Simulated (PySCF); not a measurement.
## Telling isomers of C6H8 apart by NMR

PySCF 2.14.0 with density-fitted response routines calculation with geometry: GFN2-xTB, B3LYP/pcJ-1 coupling constants (spin–dipole term left out of most H,H and C,H couplings) and GIAO PBE0/pcSseg-1 shieldings; no relativistic terms, equivalent nuclei averaged, one conformer, isolated molecule.

Chemical shifts δ = σref − σ; TMS for 1H (31.72 ppm) and 13C (186.93 ppm), all at this level. Multiplet labels drop J under 1 Hz and among equivalent protons, and merge close values. Unscaled 3J(H,H) run several per cent high. Where no couplings were computed, multiplicities follow the n + 1 count of equivalent neighbours, and m marks all less simple cases (inequivalent or close neighbours, rings, F or P nearby). Shifts are as computed. Against solution values, carbons near 30 ppm lie about +3 ppm off and those near 130 ppm about +5 ppm. Of 1211 compounds with measured shifts, 218 miss one by over three times the rms of a fit or turn the order of signals round; such compounds aren't used in these exercises.

(1) Tabulate the signals of `C1[C@H]2C[C@H]3[C@@H]1[C@@H]23`, `C=C(C)C1=CC1` and their relative energies.

(2) What is the quickest way to tell C1[C@H]2C[C@H]3[C@@H]1[C@@H]23 from C=C(C)C1=CC1?

## Answers

(1) 
| SMILES | carbon types | δC | δH | E rel. (kcal/mol) |
| --- | --- | --- | --- | --- |
| C1[C@H]2C[C@H]3[C@@H]1[C@@H]23 | 4×CH 2×CH2 | 39.1, 38.0, 34.5, 19.3 | 2.89 (ttd, 1H), 2.62 (m, 2H), 2.13 (quint of d, 1H), 1.71 (m, 2H), 1.70 (dd, 2H) | 0.0 |
| C=C(C)C1=CC1 | 2×C 1×CH 2×CH2 1×CH3 | 140.7, 129.3, 127.0, 112.9, 23.9, 7.9 | 7.03 (t, 1H), 5.87 (br s, 1H), 5.63 (br s, 1H), 2.16 (s, 3H), 1.14 (m, 2H) | 9.5 |

Energies are electronic energies at PBE0/pcSseg-1 on these geometries, without zero-point or thermal terms, each for the one conformer computed, which needn't be the lowest.

(2) Count the carbon signals: 4 against 6. The first has an sp3 CH in a ring at 39.1 ppm, the second a fully substituted alkene carbon (C) at 140.7 ppm. In the proton spectra the most deshielded non-exchanging signals are 2.89 (ttd, J = 4.0, 2.6, 1.4 Hz, 1H) and 7.03 (t, 1H).
